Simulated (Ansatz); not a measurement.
Species: CHO2, charge 0, doublet. CHO2 (SMILES O=[C]O, doublet).
B3LYP-D3(BJ)/def2-TZVP minimum from Ansatz (a program for electronic structure):
```xyz
4

O     -1.0465    -0.3887    -0.0006
C     -0.0138     0.4391     0.0046
O      1.1479     0.2237    -0.0014
H     -0.7282    -1.3146    -0.0112
```
Charge 0, spin multiplicity 2.

Hartree-Fock and CCSD correlation energies in hartree (Ansatz). Open shells are spin-unrestricted; no spin-orbit coupling. Cores are frozen in correlated methods. No relativity.

```
basis    X       E(HF)  E(corr, CCSD)
-------  -  ----------  -------------
cc-pVTZ  3  -188.20541       -0.60184
cc-pVQZ  4  -188.22020       -0.64238
cc-pV5Z  5  -188.22376       withheld
```

Problem. Fit E(corr) = E∞ + A/X³ to X = 3 and 4, predict X = 5, and compare with the run.

Solution. A = (-0.60184 - (-0.64238))/(1/27 - 1/64) = 1.8933; E∞ = -0.64238 - A/64 = -0.67196; at X = 5, E∞ + A/125 = -0.65682. The run gave -0.65675, 0.07 mEh above the prediction. The same form on X = 4 and 5 gives E∞ = -0.67183, 0.14 mEh above the first estimate.
